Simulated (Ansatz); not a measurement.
Ansatz (a first-principles code) input (PBE0/def2-QZVPP):
A basis named .json is the Basis Set Exchange file of that set.

Ansatz 0.2 input:
```yaml
crystal:
  periodic: [false, false, false]
  atoms:
    - {symbol: N, position_ang: [-0.05626858, 0.65864215, -0.00484970]}
    - {symbol: N, position_ang: [0.02549416, -0.78015421, -0.08501714]}
    - {symbol: H, position_ang: [0.30108197, 1.08680797, 0.86074606]}
    - {symbol: H, position_ang: [-1.03733086, 0.93250674, -0.12356116]}
    - {symbol: H, position_ang: [-0.50516407, -1.17372953, 0.68773675]}
    - {symbol: H, position_ang: [1.00160868, -1.05003496, 0.00449883]}
    - {symbol: H, position_ang: [0.45522520, 1.05503422, -0.80035260]}
basis:
  gaussian:
    orbitals: def2-QZVPP.json
hamiltonian:
  xc: {name: PBE0}
total_charge: 1
```

End of the output:

```
integrals: 0.10 GiB planned
672 factors; their error is unknown
mean field: 1.25 GiB planned
mean field evaluation 1: about -3038.8010 eV, gradient 8.3e1 eV
mean field evaluation 2: about -3031.6673 eV, gradient 9.8e1 eV
mean field evaluation 4: about -3051.4491 eV, gradient 3.6e0 eV
mean field evaluation 8: about -3051.4694 eV, gradient 2.0e-2 eV
mean field -3051.46941785 eV, -112.1394327456 hartree, gradient 1.9e-5 eV, S^2 0.000000; 0 other end points of the search recorded, 0 dependent functions left out
reference -3051.46943927 eV, -112.1394335331 hartree; 9, 9 occupied and 255, 255 virtual orbitals, 672 factors
Total energy: -3051.46943927 eV, -112.1394335331 hartree
```

It need not be the lowest isomer of its formula.
